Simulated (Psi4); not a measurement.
# MP2/cc-pCVDZ (density fitting, density fitting for correlation) run of C2H2FN (SMILES N#CCF), part 2 of 2

Psi4 1.11. Earlier steps stand in the parts before.

## (3) The distorted shape

input.json reads:

```json
{
 "schema_name": "qcschema_input",
 "schema_version": 1,
 "molecule": {
  "schema_name": "qcschema_molecule",
  "schema_version": 2,
  "symbols": ["N", "C", "C", "F", "H", "H"],
  "geometry": [-4.25612244, -4.04800501, 1.0306623, -2.69785427, -2.58819158, 0.64478022, 0.61718455, 0.64364072, -0.12302117, 2.45607704, -0.28345892, -1.68790337, 1.47152973, 1.18618109, 1.67883269, -0.24131803, 2.30716663, -0.99834231],
  "molecular_charge": 0,
  "molecular_multiplicity": 1,
  "fix_symmetry": "c1"
 },
 "driver": "energy",
 "model": {
  "method": "mp2",
  "basis": "cc-pCVDZ"
 },
 "keywords": {
  "scf_type": "df",
  "freeze_core": true,
  "mp2_type": "df"
 }
}
```

The run is started by

```
$ psi4 --qcschema input.json -n 1 --memory 1600MB
```

stdout:

```text
Psi4 1.11 release

   => Loading Basis Set <=

    Name: CC-PCVDZ
    Role: ORBITAL
    Keyword: BASIS

         ---------------------------------------------------------
                                   SCF
                              RHF Reference
                        1 Threads,   1525 MiB Core
         ---------------------------------------------------------

  ==> Geometry <==

    Molecular point group: c1
    Full point group: C1

    Geometry (in Bohr), charge = 0, multiplicity = 1:

       Center              X                  Y                   Z               Mass
    ------------   -----------------  -----------------  -----------------  -----------------
         N           -3.634854413102    -2.660548326660     1.211764039863    14.003074004430
         C           -2.076586243102    -1.200734896660     0.825881959863    12.000000000000
         C            1.238452576898     2.031097403340     0.058080569863    12.000000000000
         F            3.077345066898     1.103997763340    -1.506801630137    18.998403162730
         H            2.092797756898     2.573637773340     1.859934429863     1.007825032230
         H            0.379949996898     3.694623313340    -0.817240570137     1.007825032230

  Running in c1 symmetry.

  Rotational constants: A =      1.15185  B =      0.08870  C =      0.08367 [cm^-1]
  Rotational constants: A =  34531.59725  B =   2659.13833  C =   2508.28902 [MHz]
  Nuclear repulsion =   85.317299827299877

  Charge       = 0
  Multiplicity = 1
  Electrons    = 30
  Nalpha       = 15
  Nbeta        = 15

  ==> Algorithm <==

  SCF Algorithm Type is DF.
  DIIS enabled.
  MOM disabled.
  Fractional occupation disabled.
  Guess Type is SAD.
  Energy threshold   = 1.00e-08
  Density threshold  = 1.00e-08
  Integral threshold = 1.00e-12

  ==> Primary Basis <==

  Basis Set: CC-PCVDZ
    Blend: CC-PCVDZ
    Number of shells: 38
    Number of basis functions: 82
    Number of Cartesian functions: 86
    Spherical Harmonics?: true
    Max angular momentum: 2

   => Loading Basis Set <=

    Name: (CC-PCVDZ AUX)
    Role: JKFIT
    Keyword: DF_BASIS_SCF

  ==> Integral Setup <==

  DFHelper Memory: AOs need 0.017 GiB; user supplied 1.118 GiB.
  SCF_SUBTYPE=INCORE selected. In-core MEM_DF algorithm will be used.
  Using in-core AOs.

  ==> MemDFJK: Density-Fitted J/K Matrices <==

    J tasked:                   Yes
    K tasked:                   Yes
    wK tasked:                   No
    Memory [MiB]:              1144
    Algorithm:                 Core
    Schwarz Cutoff:           1E-12
    Mask sparsity (%):      11.0648
    Fitting Condition:        1E-10

   => Auxiliary Basis Set <=

  Basis Set: (CC-PCVDZ AUX)
    Blend: DEF2-UNIVERSAL-JKFIT
    Number of shells: 112
    Number of basis functions: 340
    Number of Cartesian functions: 404
    Spherical Harmonics?: true
    Max angular momentum: 4

  Minimum eigenvalue in the overlap matrix is 6.5905854968E-03.
  Reciprocal condition number of the overlap matrix is 1.6383516150E-03.
    Using symmetric orthogonalization.

  ==> Pre-Iterations <==

  SCF Guess: Superposition of Atomic Densities via on-the-fly atomic UHF (no occupation information).

   -------------------------
    Irrep   Nso     Nmo
   -------------------------
     A         82      82
   -------------------------
    Total      82      82
   -------------------------

  ==> Iterations <==

                           Total Energy        Delta E     RMS |[F,P]|

   @DF-RHF iter SAD:  -229.05390117890786   -2.29054e+02   0.00000e+00
   @DF-RHF iter   1:  -230.50841662443113   -1.45452e+00   5.63858e-03 ADIIS/DIIS
   @DF-RHF iter   2:  -230.54646429970032   -3.80477e-02   4.79207e-03 ADIIS/DIIS
   @DF-RHF iter   3:  -230.61240333960325   -6.59390e-02   5.86455e-04 ADIIS/DIIS
   @DF-RHF iter   4:  -230.61429612076614   -1.89278e-03   3.05088e-04 ADIIS/DIIS
   @DF-RHF iter   5:  -230.61470623832489   -4.10118e-04   7.42969e-05 DIIS
   @DF-RHF iter   6:  -230.61477092793248   -6.46896e-05   3.21091e-05 DIIS
   @DF-RHF iter   7:  -230.61477840675548   -7.47882e-06   1.11894e-05 DIIS
   @DF-RHF iter   8:  -230.61477906592864   -6.59173e-07   1.68528e-06 DIIS
   @DF-RHF iter   9:  -230.61477908805375   -2.21251e-08   3.66674e-07 DIIS
   @DF-RHF iter  10:  -230.61477908939906   -1.34531e-09   1.02169e-07 DIIS
   @DF-RHF iter  11:  -230.61477908950002   -1.00954e-10   2.64515e-08 DIIS
   @DF-RHF iter  12:  -230.61477908950525   -5.22959e-12   6.08163e-09 DIIS
  Energy and wave function converged.

  ==> Post-Iterations <==

    Orbital Energies [Eh]
    ---------------------

    Doubly Occupied:

       1A    -26.396780     2A    -15.542180     3A    -11.503753
       4A    -11.261018     5A     -1.698689     6A     -1.184628
       7A     -1.026933     8A     -0.804374     9A     -0.781126
      10A     -0.744029    11A     -0.634876    12A     -0.574864
      13A     -0.456997    14A     -0.441110    15A     -0.441041

    Virtual:

      16A     -0.016850    17A      0.148094    18A      0.191823
      19A      0.195756    20A      0.242604    21A      0.288232
      22A      0.481358    23A      0.572054    24A      0.622286
      25A      0.648902    26A      0.716058    27A      0.737431
      28A      0.748585    29A      0.775848    30A      0.831623
      31A      0.902639    32A      1.074938    33A      1.081635
      34A      1.089189    35A      1.137057    36A      1.156337
      37A      1.186613    38A      1.322638    39A      1.391941
      40A      1.392250    41A      1.501720    42A      1.504055
      43A      1.580494    44A      1.584808    45A      1.626764
      46A      1.717459    47A      1.719689    48A      1.841793
      49A      1.877959    50A      1.964096    51A      1.994323
      52A      2.205672    53A      2.242275    54A      2.242399
      55A      2.358720    56A      2.458260    57A      2.633906
      58A      2.645074    59A      2.777889    60A      2.779173
      61A      3.175947    62A      3.916254    63A      3.918941
      64A      4.116233    65A      4.167668    66A      4.367922
      67A     19.519336    68A     19.640074    69A     22.543319
      70A     22.617879    71A     22.618071    72A     22.991892
      73A     23.270791    74A     23.432025    75A     26.743594
      76A     30.623426    77A     30.624182    78A     31.585870
      79A     43.147292    80A     48.791453    81A     48.792982
      82A     48.910680

    Final Occupation by Irrep:
              A
    DOCC [    15 ]
    NA   [    15 ]
    NB   [    15 ]

  @DF-RHF Final Energy:  -230.61477908950525

   => Energetics <=

    Nuclear Repulsion Energy =             85.3172998272998768
    One-Electron Energy =                -484.8793609034253791
    Two-Electron Energy =                 168.9472819866202258
    Total Energy =                       -230.6147790895052481

Computation Completed

Properties will be evaluated at   0.000000,   0.000000,   0.000000 [a0]

Properties computed using the SCF density matrix

 Multipole Moments:

 ------------------------------------------------------------------------------------
     Multipole            Electronic (a.u.)      Nuclear  (a.u.)        Total (a.u.)
 ------------------------------------------------------------------------------------

 L = 1.  Multiply by 2.5417464519 to convert [e a0] to [Debye]
 Dipole X            :          1.9475667           -0.3039295            1.6436371
 Dipole Y            :         -0.2393118            2.5625777            2.3232659
 Dipole Z            :         -1.3464315            1.2676026           -0.0788289
 Magnitude           :                                                    2.8469846

 ------------------------------------------------------------------------------------

	total time  =          2 seconds =       0.03 minutes

  //>>>>>>>>>>>>>>>>>>>>>>>>>>>>>>>>>>>//
  //               DFMP2               //
  //<<<<<<<<<<<<<<<<<<<<<<<<<<<<<<<<<<<//

   => Loading Basis Set <=

    Name: (CC-PCVDZ AUX)
    Role: RIFIT
    Keyword: DF_BASIS_MP2

	 --------------------------------------------------------
	                          DF-MP2
	      2nd-Order Density-Fitted Moller-Plesset Theory
	              RMP2 Wavefunction,   1 Threads

	 --------------------------------------------------------

   => Auxiliary Basis Set <=

  Basis Set: (CC-PCVDZ AUX)
    Blend: DEF2-QZVPP-RI
    Number of shells: 164
    Number of basis functions: 676
    Number of Cartesian functions: 906
    Spherical Harmonics?: true
    Max angular momentum: 5

	 --------------------------------------------------------
	                 NBF =    82, NAUX =   676
	 --------------------------------------------------------
	   CLASS    FOCC     OCC    AOCC    AVIR     VIR    FVIR
	   PAIRS       4      15      11      67      67       0
	 --------------------------------------------------------

	-----------------------------------------------------------
	 ==================> DF-MP2 Energies <====================
	-----------------------------------------------------------
	 Reference Energy          =    -230.6147790895052481 [Eh]
	 Singles Energy            =      -0.0000000000000000 [Eh]
	 Same-Spin Energy          =      -0.1586106523009922 [Eh]
	 Opposite-Spin Energy      =      -0.4627765745645714 [Eh]
	 Correlation Energy        =      -0.6213872268655637 [Eh]
	 Total Energy              =    -231.2361663163707988 [Eh]
	-----------------------------------------------------------
	 ================> DF-SCS-MP2 Energies <==================
	-----------------------------------------------------------
	 SCS Same-Spin Scale       =       0.3333333333333333 [-]
	 SCS Opposite-Spin Scale   =       1.2000000000000000 [-]
	 SCS Same-Spin Energy      =      -0.0528702174336641 [Eh]
	 SCS Opposite-Spin Energy  =      -0.5553318894774857 [Eh]
	 SCS Correlation Energy    =      -0.6082021069111497 [Eh]
	 SCS Total Energy          =    -231.2229811964163844 [Eh]
	-----------------------------------------------------------

	total time  =          0 seconds =       0.00 minutes

    Psi4 run time: 0:00:01.81
```

The result, in JSON:

```text
{
 "driver": "energy",
 "model": {
  "method": "mp2",
  "basis": "cc-pCVDZ"
 },
 "success": true,
 "return_result": -231.2361663163708,
 "properties": {
  "calcinfo_nbasis": 82,
  "calcinfo_nmo": 82,
  "calcinfo_nalpha": 15,
  "calcinfo_nbeta": 15,
  "calcinfo_natom": 6,
  "nuclear_repulsion_energy": 85.31729982729988,
  "return_energy": -231.2361663163708,
  "scf_one_electron_energy": -484.8793609034254,
  "scf_two_electron_energy": 168.94728198662023,
  "scf_dipole_moment": [1.643637120544228, 2.323265920648864, -0.07882888105151742],
  "scf_total_energy": -230.61477908950525,
  "scf_iterations": 12,
  "mp2_same_spin_correlation_energy": -0.15861065230099222,
  "mp2_opposite_spin_correlation_energy": -0.46277657456457144,
  "mp2_singles_energy": -7.181118422798276e-28,
  "mp2_doubles_energy": -0.6213872268655637,
  "mp2_correlation_energy": -0.6213872268655637,
  "mp2_total_energy": -231.2361663163708
 }
}
```

Wall time 2.8 s (1 thread of Intel Xeon Platinum 8375C at 2.90GHz (Ice Lake), shared host); peak memory 0.24 GiB.

## (4) Outcome

This closing draws on all 2 parts.

Level: MP2/cc-pCVDZ (density fitting, density fitting for correlation), 4 core orbitals frozen.

| quantity | value |
| --- | --- |
| first shape: total energy | -231.38480 Eh |
| first shape: HOMO energy (Hartree–Fock orbitals) | -13.09 eV |
| first shape: LUMO energy (Hartree–Fock orbitals) | 4.04 eV |
| first shape: HOMO–LUMO gap (Hartree–Fock orbitals) | 17.12 eV |
| first shape: correlation energy (4 core orbitals frozen) | -606.2 mEh |
| distorted shape: total energy | -231.23617 Eh |
| distorted shape: HOMO energy (Hartree–Fock orbitals) | -12.00 eV |
| distorted shape: LUMO energy (Hartree–Fock orbitals) | -0.46 eV |
| distorted shape: HOMO–LUMO gap (Hartree–Fock orbitals) | 11.54 eV |
| distorted shape: correlation energy (4 core orbitals frozen) | -621.4 mEh |
| energy change with the C2–C3 bond stretched from 1.461 to 2.483 Å | 4.045 eV |

In words: With the C2–C3 bond stretched from 1.461 to 2.483 Å the energy rises by 4.04 eV (390 kJ/mol). The first shape isn't relaxed at this level, so the change isn't measured from a minimum. A restricted reference can't describe the breaking bond well at this length.
